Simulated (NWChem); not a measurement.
Species: dimethylamine (C2H7N); SMILES CNC

Computed with NWChem. Medium grid unless said otherwise, to which SCAN and Minnesota functionals are sensitive. Coordinates come from a PBE0/def2-SVP optimisation. Computed dipoles belong to the equilibrium geometry; the measured one is vibrationally averaged.

Measured dipole moment: 1.03 D (NIST CCCBDB, as tabulated in the package chemicals).

```csv
level,dipole moment (D),computed − measured,relative time (rough)
"LDA (Slater exchange, VWN5)/def2-TZVPD",0.89,-0.14,1
PBE/def2-TZVPD,0.86,-0.17,1
BLYP/def2-TZVPD,0.86,-0.17,1
TPSS/def2-TZVPD,0.87,-0.16,2
r2SCAN/def2-TZVPD,0.89,-0.14,2
B3LYP/def2-TZVPD,0.91,-0.12,2
PBE0/def2-TZVPD,0.92,-0.11,1
M06-2X/def2-TZVPD,0.95,-0.08,2
CAM-B3LYP/def2-TZVPD,0.96,-0.07,20
Hartree-Fock/def2-TZVPD,1.01,-0.02,1
```
